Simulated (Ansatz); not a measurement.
This geometry of CH3NNa (6 atoms, charge -1, multiplicity 1) is a first-order saddle point.

Method: Ansatz, RKS BHLYP-D4/def2-SVP.

```xyz
6
Properties=species:S:1:pos:R:3
N 0.120 -0.021 -0.006
C 1.312 -0.272 0.088
Na -4.417 0.910 -0.284
H -0.854 0.181 -0.068
H 2.116 0.374 -0.334
H 1.722 -1.172 0.603
```

**Question.** Which two structures does it join? (They come from a converged band through this point; their orientation in space is the band's.)

**Answer.** No bond is made or broken. The dihedral H4–N1–C2–H6 changes from 180 to 0° by way of a nearly straight angle H4–N1–C2 (up to 179°), not by a turn about the bond. The two ends are copies of one structure, up to a mirror image or an exchange of like atoms.

Initial state:

```xyz
6
Properties=species:S:1:pos:R:3
N -0.153 -1.176 -0.433
C 0.483 -0.632 0.503
Na -1.235 3.078 -0.992
H -0.665 -0.463 -0.958
H 0.477 0.446 0.710
H 1.092 -1.252 1.171
```

Final state:

```xyz
6
Properties=species:S:1:pos:R:3
N -0.150 -1.177 -0.434
C 0.484 -0.632 0.502
Na -1.238 3.076 -0.989
H -0.664 -0.465 -0.959
H 1.094 -1.249 1.171
H 0.475 0.446 0.709
```

**Question.** How far does it lie above each of them?

**Answer.** 1.32 eV above the first and 1.32 eV above the second. This is the barrier of this one path; another mechanism may lie lower. Limits of this set-up: an anion without diffuse functions.

Run time: 3.8 min on 1 thread of Arm Neoverse V2, on a shared host, peak memory 0.11 GiB.
